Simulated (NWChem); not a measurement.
## Correlation energy of hydrogen chloride (HCl)

```xyz
2

Cl     0.0000     0.0000     0.0716
H      0.0000     0.0000    -1.2180
```
Charge 0, spin multiplicity 1.

All runs are NWChem calculations. The geometry was optimised at B3LYP/def2-SVP, a minimum by its harmonic frequencies.

Basis set: cc-pVTZ. Each correlation energy counts from its own Hartree-Fock reference.

The correlated methods keep 5 core orbitals frozen. Coupled-cluster values serve here as a point of comparison, not as the truth.

Task: For the correlation energy, RI-MP2 gives -202.7 mHa and MP2 gives -202.8 mHa. What do SCS-MP2, CR-CCSD[T], CR-CCSD(T) give?

Result: SCS-MP2: -202.3 mHa; CR-CCSD[T]: -229.5 mHa; CR-CCSD(T): -229.5 mHa.
